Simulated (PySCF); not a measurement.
**Adding and removing an electron: CF**

UHF-MP2; C pcseg-2, F pcseg-2; no relativity (PySCF 2.14). Neutral (UHF): doublet (π ↑), Re = 1.274 Å, ωe = 1328 cm⁻¹, De = 5.83 eV.

CF⁺ (RHF): singlet (closed shell), Re = 1.156 Å, ωe = 1819 cm⁻¹, De = 8.10 eV to C⁺ + F. The energies at the minima are -137.56528 hartree for CF and -137.23686 for CF⁺.

Problem. Work out the adiabatic ionisation energy, without and with harmonic zero-point energies (1 hartree = 27.2114 eV, 1 eV = 8065.5 cm⁻¹), and the change of the bond length.

Solution. At MP2: 0.32842 hartree = 8.937 eV between the minima; the zero-point term (1819.0 − 1328.0)/2 cm⁻¹ = +0.030 eV makes it 8.967 eV. Re changes by -11.8 pm against the neutral. The electron leaves a π orbital, and the shorter bond of the ion fits an antibonding orbital, or a change in how ionic the bond is.

Correlated steps freeze 2 core orbitals. For an ion De counts to the pair picked by the measured ionisation energies or electron affinities, which need not be the lowest pair at this level. Where the molecule has an RHF reference, its open-shell atoms are computed with UHF. States were picked by a PBE0 search and need not be the measured ground states.

Neutral and ion stand on different kinds of reference determinant, which adds to the error of the difference.
